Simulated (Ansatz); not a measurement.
# H2NaP: the cost of one run

Program: Ansatz 0.2.0, Gaussian basis. Level of theory: def2-QZVPP, core rule «outside noble gas», up to 10 orbitals frozen. These are calculated values, not measurements.

The runs, in order: UHF; ROHF; CCSD(T) on UHF.

2 further runs of the same task are left out: 2 set aside as unsound or not needed.

### 1 The system

The geometry is a PBE0/def2-TZVP stationary point (not a proven minimum) of the parent state, kept for this charge and spin.

4 atoms, charge 1, spin multiplicity 4.

Atoms are counted from 1 here; the program's logs count them from 0.

Bond lengths: P1–H3 1.428 Å, P1–H4 1.422 Å. Angles: H3–P1–H4 92.2°.

### 2 UHF

The input, in.yaml:

```yaml
crystal:
  periodic: [false, false, false]
  atoms:
    - {symbol: P, position_ang: [0.000000, 0.043087, 1.485539]}
    - {symbol: Na, position_ang: [0.000000, -0.013997, -2.203989]}
    - {symbol: H, position_ang: [0.000000, 0.351389, 2.879640]}
    - {symbol: H, position_ang: [0.000000, -1.356203, 1.740145]}
basis:
  gaussian: {orbitals: "def2-QZVPP.json"}
total_charge: 1
magnetization: {spin_polarized: true, initial_magnetization: 3}
hamiltonian: {xc: hf}
output: {orbitals: {seedname: orbitals}}
```

Started as:

```bash
> ansatz run in.yaml --threads 1 --pin off --events-out ev --progress --plain --max-ram 2393MiB
```

Q: Estimate wall time and peak memory on 1 thread of Arm Neoverse V1, shared host.

About 11 s, with a peak of 0.33 GiB.
